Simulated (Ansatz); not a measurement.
hcp Lu, treated with HSE06 (plane waves, PAW; Ansatz, an electronic-structure program).

Run with plane-wave cutoff 520 eV, 12×12×6 k mesh (along the axes of the cell as run), Fermi–Dirac smearing 0.05 eV, scalar-relativistic PAW data made under PBE.

Starting structure:

```xyz
2
Lattice="3.5000 0.0000 0.0000 -1.7500 3.0311 0.0000 0.0000 0.0000 5.5500" Properties=species:S:1:pos:R:3 pbc="T T T"
Lu     1.7500     1.0104     4.1625
Lu     0.0000     2.0207     1.3875
```

Into what structure does the relaxation of cell and atoms lead at this level, with the symmetry of the start kept?

The volume grows by 3.7 %; final space group P6_3/mmc.
```xyz
2
Lattice="3.5595 0.0000 0.0000 -1.7797 3.0826 0.0000 0.0000 0.0000 5.5670" Properties=species:S:1:pos:R:3 pbc="T T T"
Lu     1.7797     1.0275     4.1752
Lu     0.0000     2.0551     1.3917
```

Note: the run warned that the count of filled bands differs between k points.
